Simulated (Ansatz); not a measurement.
H4NO2P, SMILES NP(O)O, a rigid scan of one bond length

Program: the Ansatz DFT code, driven from Python.

Contents of `h4no2p.xyz`:
```text
8

N    -0.17880    1.12330    0.02340
P     0.18870   -0.20620   -0.86230
O     1.29340   -0.64640    0.16670
O    -0.88390   -1.10030   -0.21520
H    -0.94590    1.66820   -0.52080
H    -0.71550    0.86640    0.84890
H     1.82810    0.17360    0.44680
H    -0.49390   -1.93550    0.05670
```

Run as a notebook:

```python
import ansatz
import numpy as np
```

```python
mol = ansatz.Crystal.molecule_from_extxyz("h4no2p.xyz")
```

```python
symbols = [site.symbol for site in mol.cartesian_sites]
start = np.array([site.position_ang for site in mol.cartesian_sites])
axis = (start[6] - start[2]) / np.linalg.norm(start[6] - start[2])
moving = [6]
lengths, energies = [0.896, 0.937, 0.977, 1.018, 1.059, 1.1, 1.14, 1.201], []
for length in lengths:
    xyz = start.copy()
    xyz[moving] += (length - np.linalg.norm(start[6] - start[2])) * axis
    point = ansatz.Crystal.molecule()
    for symbol, place in zip(symbols, xyz):
        point = point.atom(symbol, place.tolist())
    model = point.calculation().basis(gaussian="cc-pVDZ").correlation("MP2")
    report = model.run(threads=1).report
    energies.append(report["free_energy_ev"])
    print(f"r = {length:6.3f} A  E = {energies[-1]:.5f} eV  <S^2> = {abs(report['mean_field']['state']['spin_squared']):.3f}")
```

    r =  0.896 A  E = -14909.18480 eV  <S^2> = 0.000
    r =  0.937 A  E = -14909.31618 eV  <S^2> = 0.000
    r =  0.977 A  E = -14909.33967 eV  <S^2> = 0.000
    r =  1.018 A  E = -14909.28254 eV  <S^2> = 0.000
    r =  1.059 A  E = -14909.16373 eV  <S^2> = 0.000
    r =  1.100 A  E = -14908.99931 eV  <S^2> = 0.000
    r =  1.140 A  E = -14908.80689 eV  <S^2> = 0.000
    r =  1.201 A  E = -14908.47263 eV  <S^2> = 0.000

```python
# quartic fit about the minimum
fit = np.polynomial.Polynomial.fit(lengths, np.array(energies) - min(energies), 4).convert()
roots = [r.real for r in fit.deriv().roots() if abs(r.imag) < 1e-9 and fit.deriv(2)(r.real) > 0]
r_e = min(roots, key=lambda r: abs(r - lengths[int(np.argmin(energies))]))
print(f"minimum of the fit at {r_e:.4f} A, force constant {fit.deriv(2)(r_e):.2f} eV/A^2")
```

    minimum of the fit at 0.9677 A, force constant 52.36 eV/A^2

Notes:
- Total energies depend on the basis set; only differences at equal settings carry meaning.
- The rest of the molecule is held rigid at a force-field or estimated start geometry, and the basis set is modest; single-reference methods fail as a bond breaks.
- The orbitals are restricted, so S² is zero by construction.
- S² is that of the Hartree-Fock reference.
- Wall time of the script: 8.1 s on 1 thread of Intel(R) Xeon(R) Processor @ 2.30GHz, with other jobs on the host, peak memory 0.24 GiB.
